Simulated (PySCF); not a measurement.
**Molecular orbitals of LiC**

UHF at R = 1.898 Å; PySCF, no relativity, basis sets Li aug-pcseg-1, C aug-pcseg-1. State: ⁴Σ⁻ (quartet), unpaired electrons σ ↑, π ↑↑. Only the outer orbitals are listed, counted within each symmetry.

| spin | orbital | occ. | ε (eV) | on Li (%) | main shells (%) |
| --- | --- | --- | --- | --- | --- |
| α | 3σ | 1 | -21.01 | 7 | 93 C s |
| α | 4σ | 1 | -9.35 | 11 | 88 C p |
| α | 1π | 1 | -8.51 | 3 | 97 C p |
| α | 1π | 1 | -8.51 | 3 | 97 C p |
| α | 5σ | 0 | -0.33 | 103 | 69 Li s, 34 Li p |
| β | 3σ | 1 | -12.51 | 10 | 88 C s |
| β | 4σ | 0 | -0.30 | 104 | 65 Li s, 38 Li p |

Q: Which are the highest filled and the lowest empty level, where do they sit, and how wide is the gap?

A: Highest filled α 1π at -8.51 eV (in %: 97 C p); lowest empty α 5σ at -0.33 eV (in %: 69 Li s, 34 Li p); the gap at UHF is 8.18 eV.

| Quantity | Value |
| --- | --- |
| bond order (Mayer) | 0.59 |
| ⟨S²⟩ | 3.754 |
| charge on Li (Mulliken, basis-dependent) | 0.67 |
| charge on Li (Löwdin, basis-dependent) | 0.54 |
| dipole moment (positive dipole means Li(−)C(+)) | -6.66 D |
| polarisability along the bond | 25.6 bohr³ |
| polarisability across the bond | 25.7 bohr³ |

Shares are Mulliken populations and can fall outside 0 to 100 %.

The state was picked by a PBE0 search and need not be the measured ground state.
